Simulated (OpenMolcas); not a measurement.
**CCSD(T)/6-311G(d,p) run of PH3 (phosphine)**

What is the vertical singlet–triplet gap of PH3 (phosphine) at CCSD(T)/6-311G**? 

The calculation is run with OpenMolcas 26.06.

2 further runs of the same task are left out: 2 set aside as unsound or not needed.

## 1. The structure to begin with

PH3 has 4 atoms, charge 0, and is taken as a singlet. As SMILES, `P`. The coordinates come from a PBE0-D4/def2-TZVP relaxation.

Bond lengths: P1–H2 1.420 Å, P1–H3 1.420 Å, P1–H4 1.420 Å. Angles: H2–P1–H3 93.1°, H2–P1–H4 93.1°, H3–P1–H4 93.1°.

## 2. A single-point energy at CCSD(T)/6-311G(d,p)

Contents of job.input:

```
>>> EXPORT MOLCAS_PRINT=2
&GATEWAY
BasLib
$CurrDir
Coord
4
angstrom
P        0.346000      -0.326500      -0.332800
H        0.630900      -0.034000       1.027000
H       -1.005500      -0.663000      -0.057200
H        0.028700       1.023500      -0.636900
Basis
6-311Gss
Group
NoSym
&SEWARD
&SCF
PrOrbitals
0
&RASSCF
FileOrb
$Project.ScfOrb
Spin
1
Nactel
0 0 0
Inactive
9
Ras2
0
OutOrbitals
Canonical
OrbListing
Nothing
&MOTRA
JobIph
Frozen
5
&CCSDT
CCT
Triples
2
Iterations
50
Extrapolation
5 4
```

The basis set 6-311G** is read from a file made from the Basis Set Exchange's data (not shown).

Run with:

```sh
$ export MOLCAS_MEM=1860
$ pymolcas job.input > job.log
```

What it wrote:

```text
--- Start Module: gateway ---
[...]
--- Stop Module: gateway /rc=_RC_ALL_IS_WELL_ ---
[...]
      Basis functions           44
[...]
       Convergence after   9 Iterations
[...]
::    Total SCF energy                               -342.4767069587
[...]
      Total spin, S                                     0.0000000000
[...]
      Number of active orbitals                  0
[...]
      Spin quantum number                      0.0
[...]
      Active orbitals                            0
[...]
      Number of CSFs                             1
[...]
      Number of root(s) required                 1
[...]
      Convergence after  4 iterations
[...]
      Natural orbitals and occupation numbers for root  1
      ************************************************************************************************************************
      *                                                    Final results                                                     *
      ************************************************************************************************************************
[...]
::    RASSCF root number  1 Total energy:   -342.47670696
[...]
      Total electronic charge=   18.000000
      Total            charge=   -0.000000
[...]
      Dipole Moment (debye):
      Origin of the operator (angstrom)=    0.3050   -0.2878   -0.2933
                   X= -4.0944E-01               Y=  3.8649E-01               Z=  3.9365E-01           Total=  6.8700E-01
      Quadrupole Moment (debye*angstrom):
[...]
--- Start Module: motra ---
[...]
      *** WARNING: Default frozen orbitals is overwritten by user input.
      *** Default values:   5
[...]
--- Stop Module: motra /rc=_RC_ALL_IS_WELL_ ---
--- Start Module: ccsdt ---
[...]
      Convergence after                    11  Iterations
      Total energy (diff) :    -342.63915118       0.00000008
[...]
 METHOD                       : CCSD+T(CCSD)+<T3(1)WT1> = CCSD(T)
[...]
       CCSD     =      -342.6391511845719
[...]
--- Stop Module: ccsdt /rc=_RC_ALL_IS_WELL_ ---
[...]
```

Run time: 3 s. Hardware: 1 thread of Arm Neoverse V1, shared host; peak memory 0.38 GiB.

## 3. The triplet, same level

Contents of job.input:

```
>>> EXPORT MOLCAS_PRINT=2

&gateway
 baslib
 $CurrDir
 coord
 4
 angstrom
 P        0.346000      -0.326500      -0.332800
 H        0.630900      -0.034000       1.027000
 H       -1.005500      -0.663000      -0.057200
 H        0.028700       1.023500      -0.636900
 basis
 6-311Gss
 group
 NoSym

&seward

&scf
 uhf
 spin
 3
 prorbitals
 0

&rasscf
 fileorb
 $Project.UnaOrb
 spin
 3
 nactel
 2 0 0
 inactive
 8
 ras2
 2
 outorbitals
 Canonical
 orblisting
 Nothing

&motra
 jobiph
 frozen
 5

&ccsdt
 cct
 triples
 3
 iterations
 50
 extrapolation
 5 4
```

The basis set 6-311G** is read from a file made from the Basis Set Exchange's data (not shown).

Run with:

```sh
$ export MOLCAS_MEM=1860
$ pymolcas job.input > job.log
```

What it wrote:

```text
--- Start Module: gateway ---
[...]
--- Stop Module: gateway /rc=_RC_ALL_IS_WELL_ ---
[...]
      Basis functions           44
[...]
       Convergence after  42 Iterations
[...]
::    Total SCF energy                               -342.2680804495
[...]
      Total spin, S                                     1.0039375217
[...]
      Number of active orbitals                  2
[...]
      Spin quantum number                      1.0
[...]
      Active orbitals                            2
[...]
      Number of CSFs                             1
[...]
      Number of root(s) required                 1
[...]
      Convergence after 10 iterations
[...]
      printout of CI-coefficients larger than  0.05 for root  1
      energy=    -342.263604
      conf/sym  11     Coeff  Weight
             1  uu   1.00000 1.00000
      Natural orbitals and occupation numbers for root  1
      sym 1:   1.000000   1.000000
      ************************************************************************************************************************
      *                                                    Final results                                                     *
[...]
::    RASSCF root number  1 Total energy:   -342.26360436
[...]
      Total electronic charge=   18.000000
      Total            charge=   -0.000000
[...]
      Dipole Moment (debye):
      Origin of the operator (angstrom)=    0.3050   -0.2878   -0.2933
                   X= -5.9522E-02               Y= -1.1231E-01               Z=  1.5382E-01           Total=  1.9954E-01
      Quadrupole Moment (debye*angstrom):
[...]
--- Start Module: motra ---
[...]
      *** WARNING: Default frozen orbitals is overwritten by user input.
      *** Default values:   5
[...]
--- Stop Module: motra /rc=_RC_ALL_IS_WELL_ ---
--- Start Module: ccsdt ---
[...]
      Convergence after                    17  Iterations
      Total energy (diff) :    -342.41162597      -0.00000001
[...]
 METHOD                       : CCSD+T(CCSD)+<T3(1)WT1>+<T3(1)UT2> = CCSD(T)
[...]
       CCSD     =      -342.4116259673237
[...]
--- Stop Module: ccsdt /rc=_RC_ALL_IS_WELL_ ---
[...]
```

Run time: 5.4 s. Hardware: 1 thread of Arm Neoverse V1, shared host; peak memory 0.38 GiB.

## 4. What came out

Level: CCSD(T)/6-311G**, 5 core orbitals frozen.

```
                                            quantity          value
                               singlet: total energy  -342.64301 Eh
         singlet: dipole moment (mean-field density)         0.69 D
        singlet: HOMO energy (Hartree–Fock orbitals)      -10.60 eV
        singlet: LUMO energy (Hartree–Fock orbitals)        3.65 eV
      singlet: HOMO–LUMO gap (Hartree–Fock orbitals)       14.24 eV
singlet: correlation energy (5 core orbitals frozen)     -166.3 mEh
                             singlet: (T) correction      -3.86 mEh
                               triplet: total energy  -342.41517 Eh
                             triplet: (T) correction      -3.54 mEh
    vertical energy of the triplet above the singlet       6.200 eV
```

In words: At this shape the triplet lies 6.20 eV (598 kJ/mol) above the singlet. The triples (singlet) make up 2.3 % of the correlation energy.
